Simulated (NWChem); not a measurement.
# Correlation energy of propyne (C3H4)

```xyz
7

C      1.2234    -0.1960     0.0000
C     -0.2116     0.0353     0.0000
C     -1.4074     0.2252     0.0000
H      1.4491    -1.2737     0.0000
H      1.6966     0.2476     0.8898
H      1.6966     0.2476    -0.8898
H     -2.4686     0.3908     0.0000
```
Charge 0, spin multiplicity 1.

Program: NWChem. Structure: optimised with PBE0/def2-SVP, a minimum by its harmonic frequencies.

Basis set: 3-21G. Each correlation energy counts from its own Hartree-Fock reference.

The correlated methods keep 3 core orbitals frozen. Coupled-cluster values serve here as a point of comparison, not as the truth.

```json
[
 {"method": "MP2", "correlation energy (mHa)": "-272.2"},
 {"method": "SCS-MP2", "correlation energy (mHa)": "-273.0"},
 {"method": "CR-CCSD[T]", "correlation energy (mHa)": "___"},
 {"method": "CR-CCSD(T)", "correlation energy (mHa)": "-304.6"},
 {"method": "CCSD", "correlation energy (mHa)": "___"},
 {"method": "CCSD+T(CCSD)", "correlation energy (mHa)": "-307.4"},
 {"method": "CCSD(T)", "correlation energy (mHa)": "-306.8"}
]
```

Task: What belongs in the gaps?

Result: 
- CR-CCSD[T], correlation energy (mHa): -305.1
- CCSD, correlation energy (mHa): -297.6
